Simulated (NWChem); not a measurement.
Polarisability of hydrogen chloride (HCl)

```
Cl
H 1 1.2897
```
Charge 0, spin multiplicity 1.

All runs are NWChem calculations. Structure: optimised with B3LYP/def2-SVP, a minimum by its harmonic frequencies.

Basis set: def2-SVPD. Static limit.

B3LYP has NWChem's definition, with VWN1-RPA local correlation.

**Question.** One of these methods gave an isotropic polarisability of 16.39 bohr³. Which?
(A) B3LYP
(B) BHandHLYP
(C) HF
(D) PBE

**Answer.** C, HF. The others give 17.88 (PBE), 17.50 (B3LYP), 16.89 (BHandHLYP).
